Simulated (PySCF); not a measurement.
Species: C5H7F.
InChI=1S/C5H7F/c1-5-2-3(5)4(5)6/h3-4H,2H2,1H3/t3-,4-,5-/m1/s1

Linear response at B3LYP/def2-SVPD (PySCF, frozen core in the response, non-relativistic). Geometry: PBE0-D3(BJ)/def2-SVP; no solvent, vibrations or thermal averaging.

Static isotropic polarisability: 57.34 au (8.50 Å³), principal values 51.9, 59.4, 60.8 au.

Task: What is the polarisability at 1064 nm and at the sodium D line?

Result: 57.75 au at 1064 nm (+0.7 %), 58.72 au at 589.3 nm (+2.4 %). The rise at 589.3 nm is 3.35 times that at 1064 nm; a pure ω² law gives 3.26. The lowest singlet lies at 186 nm, shorter than both wavelengths.

Task: What is the isotropic C6 coefficient between two such molecules, C6 = (3/π)∫α(iω)² dω?

Result: 1463 au (Eh·bohr⁶) by a ten-point quadrature over imaginary frequencies, which is 874 eV·Å⁶ or 84.3 J·nm⁶/mol.

Task: Which effective excitation energy ω̄ makes London's formula C6 = (3/4)α²ω̄ exact here?

Result: ω̄ = 4·C6/(3α²) = 0.593 Eh = 16.1 eV. A one-pole form α(ω) = α/(1 − ω²/ω̄²) fitted to the 1064 nm value gives 13.8 eV.

Task: What molar refraction at the D line follows from R = (4π/3)·N_A·α′, with α′ the polarisability volume?

Result: α′ = 8.70 Å³ gives R = 21.95 cm³/mol, for isolated, non-vibrating species.

Task: How anisotropic is the static polarisability, by Δα² = ½[(α1 − α2)² + (α2 − α3)² + (α3 − α1)²]?

Result: Δα = 8.3 au, or 0.14 of the isotropic value.

Task: How many electrons N does the Slater–Kirkwood formula C6 = (3/4)·√N·α^(3/2) need to give this C6?

Result: N = (4·C6/3)²/α³ = 20.2; the species has 46 electrons in all.

Task: What n − 1 at the D line would an ideal gas of it have at 273.15 K and 1 atm (2.6868 × 10¹⁹ cm⁻³), by n − 1 = 2π·N·α′?

Result: 14.69 × 10⁻⁴, a formal value whether or not that pressure can be reached.
